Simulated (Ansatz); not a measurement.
**Heat of formation of C2H6O (SMILES CCO) from total energies**

C2H6O has 9 atoms, charge 0, and is taken as a singlet. As SMILES, `CCO`. The coordinates come from a PBE0-D4/def2-TZVP relaxation. This is one conformer, not always the lowest.

Total energies at PBE-QIDH/cc-pVDZ, 3 core orbitals frozen (Ansatz 0.2.0); the atoms run unrestricted:

```tsv
species	state	energy (Eh)
C2H6O	singlet	-154.804776
C	triplet	-37.789505
O	triplet	-74.972496
H	doublet	-0.501240
```

Harmonic wavenumbers at PBE0-D4/def2-TZVP, in cm⁻¹: 266, 287, 425, 804, 900, 1066, 1102, 1147, 1281, 1372, 1395, 1421, 1480, 1485, 1512, 3003, 3041, 3090, 3116, 3132, 3858.

Measured heats of formation of the gaseous atoms at 298.15 K, in kJ/mol: C 716.9, O 249.2, H 218.0. Spin-orbit lowering of the atoms at 298 K (mean of the ground term's levels less their thermal mean, from spectra), in kJ/mol: C 0.02, O 0.40. Take 1 Eh = 2625.50 kJ/mol, 1 cm⁻¹ = 0.0119627 kJ/mol, RT = 2.479 kJ/mol.

Q: Work out the heat of formation of the gas at 298 K.

A: 
1. Electronic atomisation energy: 2 × (-37.789505) + (-74.972496) + 6 × (-0.501240) − (-154.804776) = 1.245830 Eh = 3270.9 kJ/mol.
2. Zero-point energy: half the sum of the wavenumbers, 17591.5 cm⁻¹ = 210.4 kJ/mol.
3. Thermal vibrational enthalpy, Σ hcν̃/(exp(hcν̃/kT) − 1): 3.8 kJ/mol. Translation, rotation and pV of a non-linear molecule: 4 RT = 9.9 kJ/mol.
4. The 9 free atoms carry 5/2 RT each: 55.8 kJ/mol.
5. Spin-orbit coupling lowers the free atoms by 2 × 0.02 + 0.40 = 0.4 kJ/mol.
6. Atomisation enthalpy at 298 K: 3270.9 − 0.4 − 210.4 − 3.8 − 9.9 + 55.8 = 3102.2 kJ/mol.
7. Sum of the atoms' heats of formation: 2991.0 kJ/mol. Heat of formation: 2991.0 − 3102.2 = -111.2 kJ/mol.

The tabulated value is -234.6 kJ/mol (Active Thermochemical Tables), so this level is off by +123.4 kJ/mol, or 3.8 % of the atomisation enthalpy. A double-zeta basis underbinds. Anharmonicity and any spin-orbit splitting of the molecule are left out, and so is core correlation.
